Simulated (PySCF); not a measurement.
Dissociation curve of SH, doublet.

Methods: UHF/cc-pVDZ (PySCF); UCCSD(T) = CCSD(T) on UHF/cc-pVDZ, 5 core orbitals frozen (PySCF).

Energies relative to the lowest point of each curve near equilibrium, in kJ/mol:

```json
[
 {"R / Å": "1.00", "UHF": "311.4"},
 {"R / Å": "1.07", "UHF": "171.7"},
 {"R / Å": "1.13", "UHF": "93.2"},
 {"R / Å": "1.22", "UHF": "26.4"},
 {"R / Å": "1.25", "UHF": "14.3"},
 {"R / Å": "1.32", "UHF": "0.7"},
 {"R / Å": "1.35", "UHF": "0.0"},
 {"R / Å": "1.39", "UHF": "2.7"},
 {"R / Å": "1.43", "UHF": "9.0"},
 {"R / Å": "1.49", "UHF": "23.5"},
 {"R / Å": "1.56", "UHF": "46.3"},
 {"R / Å": "1.66", "UHF": "85.3"}
]
```

Q: Predict the corresponding UCCSD(T) column.

A: 1.00: 322.0; 1.07: 180.7; 1.13: 100.7; 1.22: 31.1; 1.25: 18.0; 1.32: 1.9; 1.35: 0.0; 1.39: 1.1; 1.43: 5.5; 1.49: 17.1; 1.56: 36.0; 1.66: 68.8 (kJ/mol).

The scan ran from 1.00 to 5.37 Å; beyond the distances shown one of the unrestricted levels run for this scan, shown here or not, changes its spin distribution in one step.
